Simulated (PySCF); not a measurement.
# Telling isomers of C6H8 apart by NMR

Computed data (PySCF 2.14.0 with density-fitted response routines): GFN2-xTB geometry, spin–spin couplings from B3LYP/pcJ-1 (spin–dipole term left out of most H,H and C,H couplings), shieldings: GIAO PBE0/pcSseg-1. Fast rotation and ring inversion assumed for equivalent nuclei, single conformer, relativity neglected, gas phase.

Shifts are taken against calculated references (same method and geometry level): $^{1}$H (31.72 ppm), $^{13}$C (186.93 ppm) against TMS. Multiplet labels drop J under 1 Hz and among equivalent protons, and merge close values. Unscaled 3J(H,H) run several per cent high. Where no couplings were computed, multiplicities follow the n + 1 count of equivalent neighbours, and m marks all less simple cases (inequivalent or close neighbours, rings, F or P nearby). Vicinal couplings that depend on rotamer populations or ring flexing (ring, CH–CH, X–H and H–F types) are those of the one conformer. Shifts are as computed. Against solution values, carbons near 30 ppm lie about +3 ppm off and those near 130 ppm about +5 ppm. Of 1211 compounds with measured shifts, 218 miss one by over three times the rms of a fit or turn the order of signals round; such compounds aren't used in these exercises.

(1) Tabulate the signals of `C=C[C@@H]1CC1=C`, `C1=CCC=CC1` and their relative energies.

(2) What is the quickest way to tell C=C[C@@H]1CC1=C from C1=CCC=CC1?

Results:

(1) 
```tsv
SMILES	carbon types	δC	δH	E rel. (kcal/mol)
C=C[C@@H]1CC1=C	1×C 2×CH 3×CH2	149.5, 144.3, 119.2, 111.1, 25.9, 13.7	5.93 (td, 1H), 5.86 (q, 1H), 5.51 (m, 1H), 5.41 (m, 1H), 5.28 (m, 1H), 2.04 (m, 1H), 1.53 (ddt, 1H), 1.00 (m, 1H)	38.0
C1=CCC=CC1	4×CH 2×CH2	131.3, 30.5	5.95 (m, 4H), 2.88 (m, 4H)	0.0
```

Energies are electronic energies at PBE0/pcSseg-1 on these geometries, without zero-point or thermal terms, each for the one conformer computed, which needn't be the lowest.

(2) Count the carbon signals: 6 against 2. The first has a fully substituted alkene carbon (C) at 144.3 ppm, the second an alkene CH at 131.3 ppm. Their most deshielded carbons lie at 149.5 and 131.3 ppm.
